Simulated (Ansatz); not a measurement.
```yaml
crystal:
  periodic: [false, false, false]
  atoms:
    - {symbol: P, position_ang: [-0.919102, 0.070782, -0.485761]}
    - {symbol: P, position_ang: [0.969799, -0.107777, 0.471522]}
    - {symbol: H, position_ang: [-1.477175, 1.042146, 0.347108]}
    - {symbol: H, position_ang: [-1.523970, -0.977612, 0.204567]}
    - {symbol: H, position_ang: [1.443229, 1.072309, -0.114103]}
basis:
  gaussian: {orbitals: def2-TZVP}
magnetization: {spin_polarized: true, initial_magnetization: 1}
hamiltonian: {xc: pbe0}
relax: {f_tol: 0.004, max_steps: 80}
```

```sh
$ ansatz run in.yaml --threads 1 --pin off --events-out ev --progress --plain --max-ram 2176MiB
```

Steps of the relaxation (energy above the last step; positions in Å, forces in eV/Å):

```
5
step 1, 59.5 meV
P    -0.919    0.071   -0.486   -0.233   -0.002   -0.728
P     0.970   -0.108    0.472    0.561   -0.557    0.434
H    -1.477    1.042    0.347   -0.242    0.519    0.224
H    -1.524   -0.978    0.205   -0.267   -0.462    0.216
H     1.443    1.072   -0.114    0.181    0.503   -0.147
```

```
5
step 2, 11.4 meV
P    -0.933    0.049   -0.471    0.032    0.086   -0.269
P     1.024   -0.132    0.438    0.057   -0.217    0.096
H    -1.497    1.077    0.322   -0.024    0.111    0.057
H    -1.568   -1.005    0.217   -0.010   -0.118    0.142
H     1.467    1.111   -0.083   -0.055    0.138   -0.026
```

```
5
step 3, 6.9 meV
P    -0.938    0.029   -0.501    0.028   -0.050    0.201
P     1.040   -0.190    0.390   -0.052    0.395   -0.199
H    -1.432    1.110    0.291    0.049   -0.139   -0.071
H    -1.554   -0.998    0.265   -0.048    0.080   -0.057
H     1.377    1.149   -0.021    0.022   -0.286    0.125
```

```
5
step 8, 0.0 meV
P    -0.938    0.024   -0.494    0.003   -0.001    0.000
P     1.042   -0.177    0.376   -0.002   -0.001   -0.001
H    -1.439    1.100    0.286   -0.001    0.001    0.000
H    -1.567   -0.994    0.267    0.000    0.000    0.000
H     1.395    1.147   -0.011    0.000    0.001    0.000
```

Close pairs at the end: P1–H4 1.418 Å, P1–H3 1.420 Å, P2–H5 1.425 Å, P1–P2 2.172 Å.

A stationary point of unrestricted PBE0 after 8 steps, with ⟨S²⟩ = 0.757 against 0.75 for a pure state; no frequencies were run, so it isn't proven a minimum. 27 s on 1 thread of Arm Neoverse V1, shared host.
